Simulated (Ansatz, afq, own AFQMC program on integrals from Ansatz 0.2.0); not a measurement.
## Where AFQMC and coupled cluster stand for AlNH2, singlet

```tsv
atom	x (Å)	y (Å)	z (Å)
Al	0.0000	0.0000	0.6062
N	0.0000	0.0000	-0.9563
H	0.0000	0.7154	-1.4692
H	0.0000	-0.7154	-1.4692
```

Connectivity, by distances: Al–NH2.

Basis cc-pVDZ. Only valence electrons are correlated. Ansatz 0.2.0 and our own AFQMC program on the same integrals; the CISD trial comes from CCSD amplitudes, and released means the phaseless constraint is let go. ± is one standard error of the sampling.

Determinant: RHF, the one that the program's search chose, which needn't be the lowest solution. The geometry is a point of a scan.

No full CI on the walks' own integrals is used here; CCSDT(Q) serves as the reference and is uncertain by about the last step of the cluster series.

Cautions: restricted determinant unstable towards unrestricted (UHF 4 meV lower, ⟨S²⟩ 0.09).

The T1 diagnostic is 0.0123. The weight of the determinant in the CISD state is 0.887. The size of the correlated space is 10 electrons in 36 orbitals.

Reference: CCSDT(Q), correlation energy -6.650 eV. The released energy is read at 2.40 1/Eh (meV from the phaseless value at times in 1/Eh: 2 ± 12 at 0.24, -13 ± 13 at 0.51, -1 ± 11 at 0.99, -19 ± 12 at 1.62, -21 ± 13 at 2.40).

```csv
level,E − E(reference) (kJ/mol),share of correlation (%)
HF,641.7,0.00
MP2,78.1,87.83
CCSD,16.6,97.41
CCSD(T),2.5,99.62
CCSDT,1.3,99.80
ph-AFQMC/CISD,1.4 ± 0.9,99.78
released AFQMC,-0.7 ± 1.3,100.10
```

A walk keeps the symmetry of its determinant, which the program's search chose and which needn't be the lowest solution, so a lower state of the same spin and another symmetry isn't excluded. Released energies are given only where the last usable release times agree within the noise; a slower fall can still hide under it.
